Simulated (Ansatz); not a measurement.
Basis sets compared for B(CO)H3 (CH3BO). The state is a singlet with charge 0. Geometry PBE-D4/def2-TZVP. Ansatz on 2 threads of AMD EPYC 7R43 on a shared host; times are rough, and most runs start from earlier orbitals.

```tsv
atom	x (Å)	y (Å)	z (Å)
B1	-0.3547	-0.1114	-0.3808
C2	0.6515	0.2138	0.6892
O3	1.4125	0.4502	1.5093
H4	-0.0951	-1.2514	-0.7181
H5	-0.1764	0.7057	-1.2631
H6	-1.4378	-0.0069	0.1635
```

B3LYP takes the VWN-RPA correlation.

Binding counts from free atoms (B doublet, C triplet, O triplet, H doublet) in the same basis, without a counterpoise term.

```
           level  functions  energy (Eh)  HOMO (eV)  LUMO (eV)  binding per atom (eV)  wall time
       HF/STO-3G         18    -137.3225     -10.95       5.40                   3.50      0.1 s
        HF/6-31G         33    -139.0564     -12.75       2.33                   2.65      0.2 s
 PBE-D4/def2-SVP         57    -139.6909      -8.16      -2.45                   4.30      1.9 s
  B3LYP-D4/6-31G         33    -139.9209      -9.23      -1.82                   3.92      0.4 s
PBE0-D4/def2-SVP         57    -139.6931      -9.51      -1.47                   4.16      3.3 s
```

Estimate the rows for HF/def2-TZVP, PBE-D4/def2-TZVP (with forces), B3LYP-D4/def2-TZVP, PBE0-D4/def2-TZVP.


| level | functions | energy (Eh) | HOMO (eV) | LUMO (eV) | binding per atom (eV) | wall time |
| --- | --- | --- | --- | --- | --- | --- |
| HF/def2-TZVP | 111 | -139.1930 | -12.82 | 2.56 | 2.96 | 0.55 s |
| PBE-D4/def2-TZVP (with forces) | 111 | -139.8541 | -8.29 | -2.55 | 4.26 | 2.6 s |
| B3LYP-D4/def2-TZVP | 111 | -140.0353 | -9.39 | -1.83 | 4.12 | 0.85 s |
| PBE0-D4/def2-TZVP | 111 | -139.8551 | -9.59 | -1.52 | 4.13 | 1.1 s |
